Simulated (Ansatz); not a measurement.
`COC(C)=O` → `CO[C]=O`• + `[CH3]`• at 700 K and 1 bar (homolysis of the C–C bond).

Computed with Ansatz on PBE0-D4/def2-TZVP structures; ΔE is electronic, products minus reactants. CCSD(T)/CBS adds triple-zeta CCSD(T) − MP2 to the extrapolated MP2 energy (def2 sets, frozen cores). This one scheme is used for every species. Open shells (•) are unrestricted, without spin–orbit coupling. One conformer a species, not always the lowest.

| species | CCSD(T)/CBS energy (Eh) | H − E (kJ/mol) | S (J/(mol·K)) |
| --- | --- | --- | --- |
| `COC(C)=O` | -268.11980 | 305.5 | 430.8 |
| `CO[C]=O`• | -228.17792 | 178.4 | 360.4 |
| `[CH3]`• | -39.78218 | 106.9 | 232.5 |

H − E and S are ideal-gas, rigid-rotor, harmonic terms from PBE0-D4/def2-TZVP, for one conformer and one mirror image of each species, with the whole ground term of open shells counted as degenerate. 1 Eh = 2625.50 kJ/mol, R = 8.31446 J/(mol·K).

Task: By hand: ΔE, ΔH, ΔS and ΔG.

Result: ΔE = (-228.17792) + (-39.78218) − (-268.11980) = 0.15970 Eh = 419.3 kJ/mol. Δ(H − E) = 178.4 + 106.9 − 305.5 = -20.2, so ΔH = 399.1 kJ/mol. ΔS = 360.4 + 232.5 − 430.8 = 162.1 J/(mol·K). ΔG = 399.1 − 700 × (162.1)/1000 = 285.6 kJ/mol.

Task: By hand: the equilibrium constant, and the temperature at which ΔG would vanish if ΔH and ΔS stayed fixed.

Result: log₁₀ K = −ΔG/(RT ln 10) = -21.3. ΔG = 0 at ΔH/ΔS = 2462 K.

The number of gas molecules changes by +1, which sets the sign of ΔS. A doubt of 5 kJ/mol in ΔE shifts log₁₀ K by 0.4 here. Other conformers and mirror images would add mixing entropy, several J/(mol·K) or more a flexible species. Modes under 60 cm⁻¹, often nearly free rotors, make the harmonic entropy too high. These are equilibria of isolated gas molecules and say nothing of rates. Largest T1 diagnostic: 0.020 (customary marks: 0.02 for closed shells, 0.045 for open ones).
